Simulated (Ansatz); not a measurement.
Two shapes of singlet NaH₂O(+).

Shape 1:

```xyz
4

Na   -0.0360    0.0300   -1.1156
O    -0.0050    0.0310    1.0503
H     0.0472    0.7538    1.6954
H    -0.0197   -0.7331    1.7166
```

Shape 2:

```xyz
4

Na    0.0068   -0.0058   -1.0937
O    -0.0075    0.0066    1.0890
H    -0.0015    0.7665    1.6727
H    -0.0032   -0.7581    1.6899
```

Basis set: STO-3G (spherical functions). Left uncorrelated: 2 orbitals. Charge 1, multiplicity 1.

Computed with Ansatz (development build ahead of 0.2.0); each method stands on the lowest determinant of its kind that the runs found.

(1) Which shape is lower in energy, and by how much in each method?

Answers

(1)

| method | E(2) − E(1) (eV) |
| --- | --- |
| RHF | -0.035 |
| RHF-MP2 | 0.049 |

The methods disagree on the order.
